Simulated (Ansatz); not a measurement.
# Na2AlH (SMILES [Na][AlH][Na]): functionals against CCSD(T) at one geometry

One table from this session's results is given with a row withheld; the runs are named, their logs left out.

The runs use Ansatz 0.2.0, Gaussian basis; single points in def2-TZVPP.

Cores are frozen in the correlated methods. The outer core shell of Li, Na, Mg and K is correlated.

### Where the work starts

SMILES `[Na][AlH][Na]`, 4 atoms, charge 0, spin multiplicity 1.

Atoms are counted from 1 here; the program's logs count them from 0.

Bond lengths: Na1–Al2 2.782 Å, Al2–Na3 2.821 Å, Al2–H4 1.673 Å. Angles: Na1–Al2–Na3 174.7°, Na1–Al2–H4 93.4°, Na3–Al2–H4 91.8°.

Coordinates:

```csv
atom,x (Å),y (Å),z (Å)
Na1,-2.49500,0.88980,-1.01350
Al2,-0.18200,-0.30750,-0.03590
Na3,2.02280,-1.74210,0.98380
H4,0.64880,1.14120,0.05700
```

Set-up of the first run:

Input file run/in.yaml:

```yaml
crystal:
  periodic: [false, false, false]
  atoms:
    - {symbol: Na, position_ang: [-2.495000, 0.889800, -1.013500]}
    - {symbol: Al, position_ang: [-0.182000, -0.307500, -0.035900]}
    - {symbol: Na, position_ang: [2.022800, -1.742100, 0.983800]}
    - {symbol: H, position_ang: [0.648800, 1.141200, 0.057000]}
basis:
  gaussian: {orbitals: def2-TZVPP}
correlation: {method: ccsd_t}
output: {forces: true}
```

The command line of these runs was not kept.

Steps of the session up to this table: CCSD(T)/def2-TZVPP; PBE0-D4/def2-TZVPP; wB97M-V/def2-TZVPP; r2SCAN-D4/def2-TZVPP; PBE-D4/def2-TZVPP; CAM-B3LYP-D4/def2-TZVPP; SPW92/def2-TZVPP.

One of the session's tables, all rows but one given; the rest of the session is left out.

| method | RMS force component (eV/Å) | angle to CCSD(T) forces (°) | dipole (D) |
| --- | --- | --- | --- |
| CCSD(T) | 0.146 | reference | 0.46 |
| PBE0-D4 | 0.135 | 11.1 | 0.49 |
| wB97M-V | 0.114 | 15.5 | 0.65 |
| r2SCAN-D4 | ? | ? | ? |
| PBE-D4 | 0.132 | 29.3 | 0.52 |
| CAM-B3LYP-D4 | 0.132 | 18.6 | 0.53 |
| SPW92 | 0.077 | 21.1 | 0.55 |

**Question.** Estimate the row for r2SCAN-D4.

**Answer.** RMS force component (eV/Å): 0.156; angle to CCSD(T) forces (°): 12.3; dipole (D): 0.49. In the column «RMS force component (eV/Å)» it is the highest.
